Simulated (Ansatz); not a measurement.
Reaction: C2H3F (fluoroethene, SMILES C(F)=C) → C2H3 (SMILES [CH]=C, doublet) + F (doublet) (the C-F bond breaks)
Each species at its own B3LYP-D3(BJ)/def2-TZVP minimum (Ansatz, a quantum-chemistry and plane-wave program).

Quantity: bond dissociation energy (electronic), in kJ/mol. Radicals and triplets start from unrestricted determinants; spin-orbit coupling is neglected. CBS(X,Y): correlation extrapolated as X^-3, Hartree-Fock from the larger set (Q,5: extrapolated as (X+1)exp(-9√X)). A bracket is a step between two methods taken in the basis named. Functionals run without relativity, which enters their misses. Double hybrids freeze cores in their MP2 part. '+ core + X2C': CCSD(T) terms for core correlation (cc-pwCVTZ) and scalar relativity (cc-pVTZ-DK). The UHF reference of C2H3 ([CH]=C, doublet) is spin-contaminated (<S^2> up to 0.19 over the pure value in the sets run).

CCSD(T)/CBS(cc-pVQZ,cc-pV5Z) + [CCSDT(Q) - CCSD(T)]/cc-pVDZ + core + X2C (Ansatz) gives 535.9 kJ/mol.

Q: How far off this value is PBE/def2-TZVPD (Ansatz), in which direction, and how far these levels: r2SCAN/def2-TZVPD, PBE0/def2-TZVPD, B2PLYP/def2-TZVPD, CCSD(T)/CBS(cc-pVQZ,cc-pV5Z) + core + X2C?

A: PBE gives 551.5 kJ/mol, 15.6 kJ/mol above it. Differences of the others: r2SCAN/def2-TZVPD (Ansatz) -15.7; PBE0/def2-TZVPD (Ansatz) -11.1; B2PLYP/def2-TZVPD (Ansatz) -9.3; CCSD(T)/CBS(cc-pVQZ,cc-pV5Z) + core + X2C (Ansatz) 0.5 kJ/mol.
